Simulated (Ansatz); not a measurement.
# FLi: vertical and adiabatic energies of changing the electron count

Program: the Python package of Ansatz (0.2.0).

Typed at the interpreter:
```pycon
>>> from dataclasses import dataclass
>>> import itertools
>>> import warnings
>>> import ansatz as az
>>> from ase.data import atomic_numbers, covalent_radii
>>> import numpy as np
>>> @dataclass(frozen=True)
... class RunConfig:
...     basis_set: str = '6-31G*'
...     xc: str = 'cam_b3lyp'
...     net_charge: int = 1
...
>>> opts = RunConfig()
>>> warnings.simplefilter('ignore', az.DeckWarning)
>>> geometry = (
...     az.Crystal.molecule()
...     .atom('Li', (-0.7301, 0.2147, -0.3847))
...     .atom('F', (0.7596, -0.2749, 0.3887))
... )
>>> calculation = geometry.calculation()
>>> calculation = calculation.basis(gaussian=opts.basis_set)
>>> calculation = calculation.functional(opts.xc)
>>> symbols = [site.symbol for site in geometry.cartesian_sites]
>>> start = np.array([site.position_ang for site in geometry.cartesian_sites], dtype=float)
>>> data = calculation.relax(force_tolerance=0.01, max_steps=100).run(threads=1).report
>>> end = np.array(data['positions_ang'])
>>> minimum = az.Crystal.molecule()
>>> for symbol, place in zip(symbols, end):
...     minimum = minimum.atom(symbol, place.tolist())
...
>>> ion = (
...     minimum.calculation()
...     .basis(gaussian=opts.basis_set)
...     .functional(opts.xc)
...     .charge(opts.net_charge)
...     .spin('collinear', total=1)
... )
>>> vertical = ion.run(threads=1).report
>>> settled = ion.relax(force_tolerance=0.01, max_steps=80).run(threads=1).report
>>> print(f'vertical ionisation energy   {vertical["free_energy_ev"] - data["free_energy_ev"]:.3f} eV')
vertical ionisation energy   11.411 eV
>>> print(f'adiabatic, no zero point     {settled["free_energy_ev"] - data["free_energy_ev"]:.3f} eV')
adiabatic, no zero point     10.831 eV
>>> print(f'relaxation energy of the ion {vertical["free_energy_ev"] - settled["free_energy_ev"]:.3f} eV')
relaxation energy of the ion 0.580 eV
>>> ionised = np.array(settled['positions_ang'])
>>> # pairs closer than 1.2 times the sum of covalent radii, before or after
>>> radius = [covalent_radii[atomic_numbers[s]] for s in symbols]
>>> span = lambda where, i, j: np.linalg.norm(where[i] - where[j])
>>> bonded = [(i, j) for i, j in itertools.combinations(range(len(symbols)), 2) if min(span(end, i, j), span(ionised, i, j)) < 1.2 * (radius[i] + radius[j])]
>>> print('pair        before    after (A)')
pair        before    after (A)
>>> for i, j in bonded:
...     print(f'{symbols[i]}{i}-{symbols[j]}{j}'.ljust(10), f'{span(end, i, j):8.4f} {span(ionised, i, j):8.4f}')
...
Li0-F1       1.5445   1.9967
```

The energies are electronic: no zero-point or thermal terms, and the basis set is short of its limit. The product may relax into another structure. Each relaxation finds its nearest minimum, which needn't be the lowest. It ran for 11 s on 1 thread of Arm Neoverse V1, on a shared host, peak memory 0.17 GiB.
